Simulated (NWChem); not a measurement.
# C2HF2 (SMILES [CH]=C(F)F): levels of theory compared

We compute a comparison of 3 runs (UB3LYP/6-31G*, UB3LYP/aug-cc-pVDZ, UM06-2X/aug-cc-pVDZ) of C2HF2. 

The calculation is run with NWChem 7.3.0.

1 further run of the same task is left out (set aside as unsound or not needed).

### 1 The system as given

The species is C2HF2 (5 atoms), meant as a doublet with charge 0. SMILES: `[CH]=C(F)F`. One bond was lengthened or shortened from a relaxed shape.

Bond lengths: C1–C2 1.496 Å, C2–F3 1.313 Å, C2–F4 1.320 Å, C1–H5 1.072 Å. Angles: C1–C2–F3 125.0°, C1–C2–F4 125.4°, F3–C2–F4 109.6°, C2–C1–H5 140.6°.

### 2 A single-point energy at UB3LYP/6-31G(d) (spherical functions) (run 1)

File c2hf2.nw:

```
start c2hf2
title "C2HF2"
memory 2200 mb
charge 0
geometry units bohr noautosym nocenter noautoz
  C     -0.10765770     2.08724597    -0.06769944
  C      0.30915919    -0.69182873     0.23545988
  F      1.97249613    -1.72286331     1.76216961
  F     -0.93087909    -2.48158835    -0.98322450
  H     -1.25736707     3.39455850    -1.10421422
end
basis spherical bse
  * library 6-31G*
end
dft
  xc b3lyp
  mult 2
  grid xfine
  convergence energy 1e-08
  maxiter 100
  mulliken
end
task dft energy
```

The run is started by

```
$ nwchem c2hf2.nw > c2hf2.out
```

The log of the run:

```text
[...]
          Wavefunction type:  spin polarized.
          No. of atoms     :     5
          No. of electrons :    31
[...]
          Charge           :     0
          Spin multiplicity:     2
[...]
          AO basis - number of functions:    58
[...]
              XC Information
              --------------
                         B3LYP Method XC Potential
                     Hartree-Fock (Exact) Exchange  0.200
                        Slater Exchange Functional  0.800 local
                    Becke 1988 Exchange Functional  0.720 non-local
              Lee-Yang-Parr Correlation Functional  0.810
                  VWN I RPA Correlation Functional  0.190 local
[...]
 d= 0,ls=0.0,diis     1   -276.1977189740 -3.82D+02  1.08D-02  2.59D-01     1.3
[...]
 d= 0,ls=0.0,diis    13   -276.3282257396 -4.95D-09  3.97D-07  6.50D-10    15.6
[...]
         Total DFT energy =     -276.328225739635
      One electron energy =     -591.471913326402
           Coulomb energy =      241.086748730399
    Exchange-Corr. energy =      -32.012835699755
 Nuclear repulsion energy =      106.069774556123
[...]
      Total Density - Mulliken Population Analysis
     ---------------------------------------------
    Atom       Charge   Shell Charges
 -----------   ------   -------------------------------------------------------
    1 C    6     6.28   2.00  0.69  1.85  0.67  1.05  0.02
    2 C    6     5.44   2.00  0.67  1.83  0.32  0.51  0.11
    3 F    9     9.23   2.00  0.94  3.31  1.01  1.95  0.02
    4 F    9     9.24   2.00  0.94  3.31  1.01  1.96  0.02
    5 H    1     0.80   0.51  0.30
[...]
      <S2> =      0.7841 (Exact =     0.7500)
[...]
```

Run time: 16 s. Hardware: 1 thread of Intel Xeon 6975P-C (Granite Rapids), shared host; peak memory 0.13 GiB.

### 3 The energy at UB3LYP/aug-cc-pVDZ (run 2)

File c2hf2.xyz:

```xyz
5
C2HF2
C     -0.056970     1.104523    -0.035825
C      0.163600    -0.366100     0.124600
F      1.043800    -0.911700     0.932500
F     -0.492600    -1.313200    -0.520300
H     -0.665370     1.796323    -0.584325
```

File c2hf2.nw:

```
START c2hf2
TITLE "C2HF2"
memory total 2200 mb
charge 0
GEOMETRY units angstrom noautosym nocenter noautoz
  load c2hf2.xyz
END
BASIS "ao basis" spherical bse
  * library aug-cc-pVDZ
END
DFT
  xc b3lyp
  mult 2
  grid fine
  convergence energy 1e-08
  iterations 100
  mulliken
END
TASK dft energy
```

The run is started by

```
$ nwchem c2hf2.nw > c2hf2.out
```

The log of the run:

```text
[...]
          Wavefunction type:  spin polarized.
          No. of atoms     :     5
          No. of electrons :    31
[...]
          Charge           :     0
          Spin multiplicity:     2
[...]
          AO basis - number of functions:   101
[...]
              XC Information
              --------------
                         B3LYP Method XC Potential
                     Hartree-Fock (Exact) Exchange  0.200
                        Slater Exchange Functional  0.800 local
                    Becke 1988 Exchange Functional  0.720 non-local
              Lee-Yang-Parr Correlation Functional  0.810
                  VWN I RPA Correlation Functional  0.190 local
[...]
 d= 0,ls=0.0,diis     1   -276.2482683254 -3.82D+02  9.25D-03  2.73D-01     2.1
[...]
 d= 0,ls=0.0,diis    14   -276.3782526359 -1.94D-09  3.11D-07  1.62D-09    24.4
[...]
         Total DFT energy =     -276.378252635933
      One electron energy =     -590.888934067453
           Coulomb energy =      240.388141356627
    Exchange-Corr. energy =      -31.947242180589
 Nuclear repulsion energy =      106.069782255483
[...]
      Total Density - Mulliken Population Analysis
     ---------------------------------------------
    Atom       Charge   Shell Charges
 -----------   ------   -------------------------------------------------------
    1 C    6     5.77   2.02  0.68  0.70 -0.06  1.88  0.50  0.05  0.03 -0.01
    2 C    6     5.10   2.02  0.66  0.27 -0.05  1.89  0.13  0.03  0.21 -0.05
    3 F    9     9.33   2.01  0.90  1.04  0.13  3.34  1.81  0.08  0.01  0.01
    4 F    9     9.35   2.01  0.90  1.04  0.14  3.34  1.82  0.09  0.01  0.01
    5 H    1     1.45   0.74  0.63  0.02  0.03  0.03
[...]
      <S2> =      0.7805 (Exact =     0.7500)
[...]
```

It took 25 s on 1 thread of Intel Xeon 6975P-C (Granite Rapids), shared host; peak memory 0.12 GiB.

### 4 A single-point energy at UM06-2X/aug-cc-pVDZ (run 3)

File test.xyz:

```xyz
5

C     -0.056970     1.104523    -0.035825
C      0.163600    -0.366100     0.124600
F      1.043800    -0.911700     0.932500
F     -0.492600    -1.313200    -0.520300
H     -0.665370     1.796323    -0.584325
```

File test.nw:

```
start test
memory total 2200 mb

geometry units angstrom noautosym nocenter noautoz
  load test.xyz
end

basis spherical bse
  * library aug-cc-pVDZ
end

dft
  xc m06-2x
  mult 2
  grid fine
  convergence energy 1e-08
  maxiter 100
  mulliken
end

task dft energy
```

The run is started by

```
$ nwchem test.nw > test.out
```

The log of the run:

```text
[...]
          Wavefunction type:  spin polarized.
          No. of atoms     :     5
          No. of electrons :    31
[...]
          Charge           :     0
          Spin multiplicity:     2
[...]
          AO basis - number of functions:   101
[...]
              XC Information
              --------------
                       M06-2X Method XC Functional
                     Hartree-Fock (Exact) Exchange  0.540
                        M06-2X Exchange Functional  1.000
                      M06-2X Correlation Potential  1.000
[...]
 d= 0,ls=0.0,diis     1   -276.1586351427 -3.82D+02  7.11D-03  2.37D-01     2.4
[...]
 d= 0,ls=0.0,diis    14   -276.2807711468 -7.18D-10  1.70D-07  7.15D-11    29.1
[...]
         Total DFT energy =     -276.280771146803
      One electron energy =     -590.797639820166
           Coulomb energy =      240.295522750808
    Exchange-Corr. energy =      -31.848436332928
 Nuclear repulsion energy =      106.069782255483
[...]
      Total Density - Mulliken Population Analysis
     ---------------------------------------------
    Atom       Charge   Shell Charges
 -----------   ------   -------------------------------------------------------
    1 C    6     5.71   2.01  0.67  0.62 -0.10  1.86  0.57  0.04  0.03 -0.01
    2 C    6     5.17   2.01  0.66  0.31 -0.03  1.84  0.18  0.04  0.20 -0.05
    3 F    9     9.34   2.01  0.90  1.04  0.12  3.32  1.88  0.06  0.01  0.02
    4 F    9     9.36   2.01  0.90  1.04  0.12  3.32  1.88  0.07  0.01  0.02
    5 H    1     1.42   0.74  0.60  0.02  0.03  0.02
[...]
      <S2> =      0.7940 (Exact =     0.7500)
[...]
```

Wall time 30 s (1 thread of Intel Xeon 6975P-C (Granite Rapids), shared host); peak memory 0.12 GiB.

### 5 All runs side by side

```tsv
run	level	integration grid	energy (Eh)	dipole moment (D)	HOMO energy (eV)	LUMO energy (eV)	wall time
1	UB3LYP/6-31G* (spherical functions)	xfine	-276.328226	0.86	-6.42	-2.79	16 s
2	UB3LYP/aug-cc-pVDZ	fine	-276.378253	1.01	-6.99	-3.47	25 s
3	UM06-2X/aug-cc-pVDZ	fine	-276.280771	1.10	-8.26	-2.29	30 s
```

### 6 What came out

```
                                 quantity          value
                      run 3: total energy  -276.28077 Eh
                     run 3: dipole moment         1.10 D
run 3: HOMO energy (highest over α and β)       -8.26 eV
 run 3: LUMO energy (lowest over α and β)       -2.29 eV
                              run 3: ⟨S²⟩          0.794
```

What this shows: The dipole moment (its size) runs from 0.86 D (UB3LYP/6-31G*) to 1.10 D (UM06-2X/aug-cc-pVDZ). The two ends differ in method and basis. Totals of different functionals can't be ranked against each other. All runs together took 71 s, the longest 30 s.
